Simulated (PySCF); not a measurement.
Nuclear quadrupole coupling in `Fc1cn[n-]c1`

Species: C3H2FN2 (charge -1).
Atom-mapped SMILES: `[F:1][c:2]1[cH:3][n:4][n-:5][cH:6]1` (hydrogens: H7 on C3; H8 on C6)

Structure used (PBE0-D3(BJ)/def2-SVP), in Å, numbered top down from 1:
```xyz
8
C3H2FN2 angstrom
F      1.7604    0.0991   -1.1129
C      0.6128    0.0368   -0.3898
C     -0.0305   -1.1036    0.0916
N     -1.1408   -0.7289    0.7610
N     -1.2347    0.6057    0.7273
C     -0.1853    1.0987    0.0366
H      0.2589   -2.1526   -0.0170
H     -0.0450    2.1712   -0.1248
```

Field gradients from the PBE0/pcSseg-1 density (PySCF, non-relativistic), principal values in atomic units, ordered |Vxx| ≤ |Vyy| ≤ |Vzz|:

| atom | Vxx | Vyy | Vzz |
| --- | --- | --- | --- |
| N4 | 0.2575 | 0.6713 | -0.9288 |
| N5 | 0.2579 | 0.6715 | -0.9294 |

Problem. Find the asymmetry η = (Vxx − Vyy)/Vzz and the couplings χ = eQV/h (234.96 MHz × Q in barn × V in au), with Q(14N) = 0.02044 b.

Solution. 
```
atom                 environment  nucleus     η  χzz (MHz)  χxx (MHz)  χyy (MHz)
  N4  nitrogen bonded to C and N      14N  0.45     -4.461      1.237      3.224
  N5  nitrogen bonded to C and N      14N  0.45     -4.464      1.239      3.225
```

Problem. What is Vzz at N5 in SI units (1 au = 9.71736 × 10²¹ V/m²)?

Solution. -0.9294 au = -9.031 × 10²¹ V/m².

Problem. And the gradient at the other heavy atoms, for which no coupling is worked out here?

Solution. 
| atom | environment | Vzz (au) | η |
| --- | --- | --- | --- |
| F1 | aryl fluorine | 2.950 | 0.01 |
| C2 | aromatic C–F carbon | 0.528 | 0.36 |
| C3 | aromatic CH next to a ring nitrogen | -0.032 | 0.52 |
| C6 | aromatic CH next to a ring nitrogen | -0.031 | 0.52 |

Problem. What couplings would deuterons (Q(2H) = 0.00286 b) have in place of the hydrogens, at this geometry?

Solution. 
```csv
atom,bonded to,bond length (Å),Vzz (au),η,χzz (kHz)
H7,C3,1.094,0.3194,0.09,215
H8,C6,1.094,0.3193,0.09,215
```

Geometry: PBE0-D3(BJ)/def2-SVP; no solvent, vibrations or thermal averaging. The pcSseg-1 basis has no diffuse functions, a weakness for an anion. The small basis limits the accuracy of the gradients.
